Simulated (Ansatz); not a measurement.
Potential energy curve for SMILES C=CC (C3H6). The C1–C5 bond (C1 also carries H, H, H; C5 carries C, H) is varied alone, starting from the PBE0/def2-TZVP optimised geometry. Each curve is given relative to its own lowest point near equilibrium.

```tsv
R / Å	A	B	C
1.19	97.3	90.6	94.5
1.26	50.8	46.2	48.7
1.35	16.7	14.4	15.5
1.42	4.2	3.2	3.6
1.44	2.3	1.6	1.9
1.49	0.0	0.0	0.0
1.54	0.7	1.3	1.1
1.59	3.7	4.8	4.5
1.62	6.3	7.7	7.4
1.73	19.9	22.2	21.8
1.85	38.7	41.8	41.6
2.02	67.3	71.8	71.9
2.25	103.5	110.8	111.0
2.45	129.6	140.6	140.7
2.68	152.4	169.5	168.8
2.97	—	198.3	195.3
3.24	—	218.6	211.8
3.63	—	239.6	224.3
4.07	—	255.1	225.4
4.45	—	263.8	217.8
5.25	—	274.2	—
```

Energies in mEh.

**Question.** Assign the columns to these levels of theory: CCSD(T) on RHF/cc-pVTZ, frozen core in Ansatz (a program for electronic structure); restricted PBE0/cc-pVTZ (Ansatz); MP2 on RHF/cc-pVTZ, frozen core (Ansatz).

**Answer.** A is RCCSD(T); B is RKS-PBE0; C is RMP2.

Dashes: no converged value, or the column stops at the first point that the program doubted or that broke a chosen test of continuity, which isn't proof of a fault.

The restricted form behind RMP2, RKS-PBE0 keeps the bonding electrons paired and can't separate into open-shell fragments.
